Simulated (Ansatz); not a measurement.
Mulliken charges of CH6SSi, SMILES `CS[SiH3]` from PBE/def2-TZVPP in Ansatz (PBE0-D4/def2-TZVP geometry).

| atom | x (Å) | y (Å) | z (Å) | charge (e) |
| --- | --- | --- | --- | --- |
| C1 | -0.689 | 1.018 | -0.888 | -0.268 |
| S2 | 1.021 | 0.429 | -0.730 | -0.194 |
| Si3 | 0.749 | -0.987 | 0.830 | 0.229 |
| H4 | -1.359 | 0.207 | -1.172 | 0.126 |
| H5 | -0.692 | 1.770 | -1.677 | 0.122 |
| H6 | -1.033 | 1.478 | 0.038 | 0.126 |
| H7 | 2.081 | -1.582 | 1.093 | -0.042 |
| H8 | -0.216 | -2.046 | 0.429 | -0.050 |
| H9 | 0.227 | -0.334 | 2.061 | -0.050 |

By hand: the dipole of these point charges (1 e Å = 4.8032 D).

Σ q r = (-0.316, 0.032, 0.052) e Å, of length 0.322 e Å = 1.55 D.

How does the dipole of the full density compare? (Best estimate.)

Ansatz gave: (-0.282, 0.052, 0.021) e Å, 1.38 D; the point charges give 1.12 times that, at 7° from its direction.

Point charges leave out the atoms' own dipoles, such as those of lone pairs, and Mulliken's split depends on the basis, so the close match here is no proof of good charges.
